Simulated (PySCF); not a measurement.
## Electron attachment to `[CH2]C#N` (C2H2N•)

Parent: `[CH2]C#N` (C2H2N•, doublet). Coordinates in Å; atoms count from 1 in this order:
```
C    -0.5660    0.0097   -0.0091
C     0.8179   -0.0115   -0.0035
N     1.9898   -0.0297    0.0013
H    -1.0988    0.9624   -0.0093
H    -1.1274   -0.9265   -0.0134
```

Level of theory: ωB97X-D3(BJ)/ma-def2-TZVP single points in PySCF, grid level 2; every species was optimised with PBE0-D3(BJ)/ma-def2-SVP. ωB97X-D3(BJ) is ωB97X-V with D3(BJ) in place of VV10. Zero-point and thermal terms (298.15 K, 1 bar) come from unscaled PBE0-D3(BJ)/ma-def2-SVP harmonic frequencies, with soft modes damped to free rotors in the entropy.

Frontier levels of the parent: HOMO -10.07 eV, LUMO -1.53 eV.

Reduction to the singlet anion:
- Vertical electron affinity (electronic): 1.55 eV
- Adiabatic electron affinity (with zero-point energy): 1.57 eV
- Adiabatic, electronic part: 1.55 eV
- Vertical gap at the product's structure: 1.59 eV
- Largest changes of atomic charge: C1 -0.49, N3 -0.35
- Distances that move most (Å): C2–N3 1.172 → 1.186

Vertical electron affinity to the triplet anion: -0.73 eV. This state was not relaxed. The value is negative, so the extra electron is not bound, and the number hangs on the basis.

Measured values (NIST Chemistry WebBook, evaluated or the median of agreeing entries): adiabatic electron affinity 1.54 eV (computed 1.57, difference 0.04).

Structures, frequencies and single points took 67 s of wall time on 1 thread of Arm Neoverse V1 (shared host), launched as `OMP_NUM_THREADS=1 python redox_run.py task.json out`.

Differences come from unrounded values, so a last digit can differ from that of the printed terms.
